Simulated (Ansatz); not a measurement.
A structure relaxed at r2SCAN-D4/def2-TZVP in Ansatz, charge 0, singlet:

```xyz
6

Mg   -0.7059    0.7584    0.6363
C     0.4856   -0.5446   -0.4408
H     0.0762   -1.5587   -0.4590
H     1.4932   -0.6113   -0.0189
H     0.5938   -0.2221   -1.4811
Cl   -1.9430    2.1783    1.7636
```

(1) Give its formula, name or SMILES and point group.

(2) Summarise the bond lengths by kind (pairs closer than 1.2 times the sum of covalent radii, bridged metal pairs left out).

Answers

(1) MgMeCl (CH3ClMg). Point group C3v (tolerance 0.1 Å).

(2) 1 × C–Mg 2.07 Å; 1 × Cl–Mg 2.19 Å; 3 × C–H 1.09 Å.
